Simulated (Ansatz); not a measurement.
Input file:

```yaml
crystal:
  periodic: [false, false, false]
  atoms:
    - {symbol: Ge, position_ang: [0.000000, 0.000000, 0.000000]}
    - {symbol: H, position_ang: [0.561303, 1.033925, 1.032591]}
    - {symbol: H, position_ang: [-0.569863, -1.029690, 1.032135]}
    - {symbol: H, position_ang: [-0.559224, 1.030817, -1.036818]}
    - {symbol: H, position_ang: [0.567783, -1.035053, -1.027908]}
basis:
  gaussian: {orbitals: cc-pVDZ}
total_charge: 1
magnetization: {spin_polarized: false, initial_magnetization: 3}
correlation: {method: fci, electrons: outside_noble_gas}
```

```sh
$ ansatz run in.yaml --threads 2 --pin off --events-out ev --progress --plain --max-ram 24576MiB --backend cuda --devices 0, --max-vram 18GiB
```

(1) Roughly how long does this take on 2 threads of AMD EPYC 7R13 with a shared H100 80 GB, shared host, and how much host memory?

```
938 factors; integrals over basis functions are off by at most 1.1e-7 eV
mean field evaluation 1: about -56516.8515 eV, gradient 9.9e0 eV
mean field evaluation 2: about -56516.8545 eV, gradient 9.9e0 eV
mean field evaluation 4: about -56518.2623 eV, gradient 2.0e0 eV
mean field evaluation 8: about -56518.4615 eV, gradient 1.1e-1 eV
mean field evaluation 16: about -56518.4618 eV, gradient 9.4e-5 eV
mean field -56518.46178346 eV, -2077.0151609530 hartree, gradient 1.1e-6 eV, S^2 3.750000; 1 other end points of the search recorded, 0 dependent functions left out
mean field evaluation 32: about -56518.4631 eV, gradient 1.9e0 eV
14 core orbitals not correlated: weight in the atoms' cores, before any rotation towards them, 1.000 or more for the frozen orbitals, at most 0.000 for the correlated occupied ones
reference -56518.46178346 eV, -2077.0151609530 hartree; 5, 2 occupied and 28, 31 virtual orbitals, 938 factors
state -56521.33012743 eV, -2077.1205706496 hartree
Total energy: -56521.33012743 eV, -2077.1205706496 hartree
```

## Answers

(1) 41 s wall and 1.7 GiB.
